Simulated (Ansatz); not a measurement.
A calculation on zinc-blende AlAs returned lattice constant a 5.752 Å, bulk modulus 65.1 GPa.

For reference: lattice constant a 5.649 Å (measured, static lattice: zero-point anharmonic expansion removed; as tabulated in Mejia-Rodriguez and Trickey (2018), arXiv:1807.09216); bulk modulus 75 GPa (measured, 0 K value with the zero-point phonon effect removed; as tabulated in Mejia-Rodriguez and Trickey (2018), arXiv:1807.09216).

Problem. Which level of theory produced these numbers?
A. HSE06 (Ansatz, an electronic-structure program)
B. PBE-D4 (Ansatz)
C. rVV10 (Ansatz)
D. Hartree–Fock (Ansatz)

Solution. C, rVV10 (Ansatz)

The others give: PBE-D4 5.664 Å, 73.5 GPa; HSE06 5.682 Å, 75.8 GPa; Hartree–Fock 5.745 Å, 80.9 GPa.

Unless a cell is named, each level is at its own relaxed cell (Hartree–Fock 23.70, HSE06 22.93, PBE-D4 22.71, rVV10 23.79 Å³/atom).

Ansatz's density-functional and Hartree–Fock values are scalar-relativistic unless marked +SOC, with PAW data made under PBE.
